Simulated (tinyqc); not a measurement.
Inside a calculation. Method: extended Hueckel theory, for LiH+. The parameters take no account of the charge, which enters only through the electron count. Computed by tinyqc, a small Python program that keeps every step (integrals from PySCF). Settings: charge = 1, K = 2.0, multiplicity = 2. Command: `OMP_NUM_THREADS=1 python tinyqc.py 28528 28529 out.jsonl` (the two numbers bound the seeds that draw the settings). One thread of a shared host (Intel(R) Xeon(R) Processor @ 2.60GHz), about 0.01 s of CPU time with the checks.

## Overlaps

Geometry (angstrom):
```
atom        x        y        z
Li    0.00000  0.00000  0.00000
H     0.00000  0.00000  1.58700
```

Parameters chosen for this run:
```
element  shell  Slater exponent  H_ii (eV)
Li          2s          0.65000   -5.40000
Li          2p          0.65000   -3.50000
H           1s          1.30000  -13.60000
```

Slater orbitals, each expanded in six Gaussians scaled to its exponent.

overlap S, order 1Li 2s, 1Li 2px, 1Li 2py, 1Li 2pz, 2H 1s:
$$\begin{pmatrix}
1.00000 & 0.00000 & 0.00000 & 0.00000 & 0.36214 \\
0.00000 & 1.00000 & 0.00000 & 0.00000 & 0.00000 \\
0.00000 & 0.00000 & 1.00000 & 0.00000 & 0.00000 \\
0.00000 & 0.00000 & 0.00000 & 1.00000 & 0.48195 \\
0.36214 & 0.00000 & 0.00000 & 0.48195 & 1.00000
\end{pmatrix}$$

## Wolfsberg-Helmholz matrix

diagonal H_ii (eV): 1Li 2s -5.40000, 1Li 2px -3.50000, 1Li 2py -3.50000, 1Li 2pz -3.50000, 2H 1s -13.60000

K = 2.00000

H_ij = K' S_ij (H_ii + H_jj)/2 for i != j (the diagonal keeps H_ii), with K' = 2.

H (eV), order 1Li 2s, 1Li 2px, 1Li 2py, 1Li 2pz, 2H 1s:
$$\begin{pmatrix}
-5.40000 & 0.00000 & 0.00000 & 0.00000 & -6.88058 \\
0.00000 & -3.50000 & 0.00000 & 0.00000 & 0.00000 \\
0.00000 & 0.00000 & -3.50000 & 0.00000 & 0.00000 \\
0.00000 & 0.00000 & 0.00000 & -3.50000 & -8.24136 \\
-6.88058 & 0.00000 & 0.00000 & -8.24136 & -13.60000
\end{pmatrix}$$

## Orbitals

valence electrons = 1

Solve H C = S C e through S^(-1/2); fill by pairs from the bottom, a degenerate level sharing its electrons equally; each orbital has its largest coefficient positive (the first on a tie).

orbital energies (eV): [-14.14426, -4.70439, -3.50000, -3.50000, 6.50232]

occupations: [1.00000, 0.00000, 0.00000, 0.00000, 0.00000]

coefficients, order 1Li 2s, 1Li 2px, 1Li 2py, 1Li 2pz, 2H 1s:
$$\begin{pmatrix}
0.17418 & 0.83009 & 0.00000 & 0.00000 & 0.69758 \\
0.00000 & 0.00000 & 0.46005 & 0.88789 & 0.00000 \\
0.00000 & 0.00000 & 0.88789 & -0.46005 & 0.00000 \\
0.11591 & -0.55325 & 0.00000 & 0.00000 & 1.02243 \\
0.86613 & -0.11154 & 0.00000 & 0.00000 & -0.89903
\end{pmatrix}$$

sum of one-electron energies = -14.14426 eV

Within a degenerate level the vectors are fixed only up to a rotation; this is one choice.

## Mulliken analysis

P = C n C^T; charge = valence electrons (Li 1, H 1) minus the sum of (P S)_ii on the atom; overlap population = 2 sum P_ij S_ij between two atoms.

charges: 1Li 0.85321, 2H 0.14679

Overlap populations:
```
pair     value
2-1   0.206037
```
